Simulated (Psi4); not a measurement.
Reaction (SMILES): O=C=C + H+ → C=C=[OH+]
B3LYP-D3(BJ)/def2-TZVP geometries, fixed; electronic energies without zero-point terms; positive where energy is released.
Largest species:
```xyz
6

C     -0.0061    -0.0853    -1.2778
C     -0.0120     0.0004    -0.0096
H      0.0660     0.8158    -1.8866
H     -0.0965    -1.0582    -1.7606
O      0.1076     0.0716     1.2050
H     -0.7217     0.1789     1.7314
```
Charge +1, spin multiplicity 1.

How fast the proton affinity converges with the basis for several methods (Psi4): deviation from each method's own reference, in kcal/mol. References: HF 166.56 kcal/mol, the value in def2-QZVPPD; MP2 155.77 kcal/mol, Hartree-Fock in cc-pVQZ plus the correlation part extrapolated as X^-3 from cc-pVTZ and cc-pVQZ; PBE 160.94 kcal/mol, the value in def2-QZVPPD; wB97X-V 162.58 kcal/mol, the value in def2-QZVPPD. All functions are spherical. Density fitting with the program's default auxiliary sets. In correlated methods cores are frozen. Psi4's default fitting sets serve the pcseg sets less well. The proton sits at the site shown, which need not be the one that binds it best. No added dispersion term, no relativity. Functionals ending in -V hold VV10 correlation. 

```csv
basis,functions,HF,MP2,PBE,wB97X-V
STO-3G,18,___,47.85,35.13,38.59
3-21G,33,___,1.55,-0.83,-0.68
pcseg-0,33,___,-5.39,-7.83,-7.71
cc-pVDZ,57,___,2.13,0.72,0.11
aug-cc-pVTZ,207,___,0.19,-0.06,-0.05
aug-pcseg-2,207,___,0.68,-0.12,-0.11
def2-QZVPP,261,___,0.52,0.02,0.02
def2-QZVP,261,___,0.52,0.02,0.02
```

Task: Complete the blanks.

Result: 
- STO-3G, HF: 46.60
- 3-21G, HF: -1.00
- pcseg-0, HF: -7.58
- cc-pVDZ, HF: -0.81
- aug-cc-pVTZ, HF: -0.07
- aug-pcseg-2, HF: -0.07
- def2-QZVPP, HF: 0.01
- def2-QZVP, HF: 0.01

Mean absolute deviation over aug-cc-pVTZ, aug-pcseg-2: HF 0.07, wB97X-V 0.08, PBE 0.09, MP2 0.43 kcal/mol.
